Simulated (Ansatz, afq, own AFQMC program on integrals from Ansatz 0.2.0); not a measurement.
Integrals from Ansatz 0.2.0, then the random walk in our own AFQMC program (afq).

```yaml
crystal:
  periodic: [false, false, false]
  atoms:
    - {symbol: Hf, position_ang: [0.000000, 0.000000, 0.000000]}
basis:
  gaussian: {orbitals: def2-SVP}
magnetization: {spin_polarized: false}
correlation: {method: ccsd_t, electrons: outside_noble_gas, hamiltonian_folder: ham}
```

```sh
$ ansatz run in.yaml --threads 1 --pin off --events-out ev --progress --plain --max-ram 24576MiB --backend cuda --devices 0, --max-vram 18GiB
```

afq runs on the folder ham with

```
--method phaseless --trial hf --walkers 4000 --populations 20 --least-time 40 --time-step 0.005 --steps-per-block 20 --equilibration-blocks 160 --max-blocks 4000 --target-error 0.0006000 --factor-cut 1e-05 --seed 3511 --taylor-order 6
```

Times are imaginary, in 1/Eh. The walk had a cap of 49 s. With eight or more populations the least sampling time is a fifth of least-time, and the error comes from their spread. Core potentials past Kr, no spin–orbit coupling.

afq prints:

```
orbitals 28  electrons 2 2  factors 199 of 199
reference energy -47.30357927 Eh
CCSD correlation -0.06861899 Eh in 21 cycles, weight of the determinant in the CISD state 0.7101
energy of the start -47.303579 Eh
 block  time / (1/Eh)  mean weight  energy / Eh
     1     0.100  1.0001  -47.309479
     2     0.200  1.0002  -47.314593
     3     0.300  1.0001  -47.319102
     4     0.400  1.0003  -47.322946
     5     0.500  1.0003  -47.326285
     8     0.800  1.0002  -47.334288
    14     1.400  1.0002  -47.345288
    40     4.000  1.0000  -47.359091
    53     5.300  1.0000  -47.360990
    92     9.200  0.9999  -47.369852
   131    13.100  0.9999  -47.371492
   170    17.000  1.0000  -47.376217
   209    20.900  1.0001  -47.371371
   248    24.800  1.0001  -47.374824
   287    28.700  0.9999  -47.373678
   326    32.600  0.9997  -47.374701
   365    36.500  1.0000  -47.376021
   404    40.400  1.0001  -47.380632
   443    44.300  1.0000  -47.376186
   482    48.200  1.0000  -47.374739
   521    52.100  0.9997  -47.373290
   534    53.400  0.9998  -47.372600
error from the spread of 20 populations
energy -47.374617 +/- 0.000633 Eh
(rows thinned)
```

The run passed its tests (sampling time, drift between the halves within three errors, error under three times the target), which doesn't prove that it has relaxed, ending at its cap on processor time.

Against this walk (error 17.2 meV) on the same determinant: CCSD(T) 129.4 meV lower, CCSDT(Q) 313.9 meV lower, full CI 306.6 meV lower. The error is statistical and leaves out the bias of the constraint. Full CI is exact here, so the walk's 307 meV above it is the walk's own error: the bias of the constraint with this trial.

Cautions: constraint bias not in the error; error above the target (17.2 against 16.3 meV); no spin-orbit coupling; outer-core shells of the metal frozen; another spin lies lower (by 637 meV); restricted determinant unstable towards unrestricted (UHF 1.08 eV lower, ⟨S²⟩ 1.00); strong correlation (T1 0.027, weight of the determinant 0.71, largest double 0.36); (T) is large, 10 % of the CCSD correlation; the CCSDT(Q) amplitudes may be one of several solutions (largest double 0.72); CCSDT(Q) on the UHF determinant differs (514 meV lower), perhaps since the unrestricted series falls towards higher spin.

The walk took 49 s on 1 × NVIDIA H100 80GB HBM3 with 2 threads of AMD EPYC 7R13 Processor (Zen 3), with other jobs on the host (the card was shared). The log's last line is the phaseless energy.

CCSDT and higher add their correlation energy to the determinant of the CCSD(T) run, since their own runs factorise the integrals more tightly (a shift of under 2 meV). A walk keeps the symmetry of its determinant, which the program's search chose and which needn't be the lowest solution, so a lower state of the same spin and another symmetry isn't excluded.
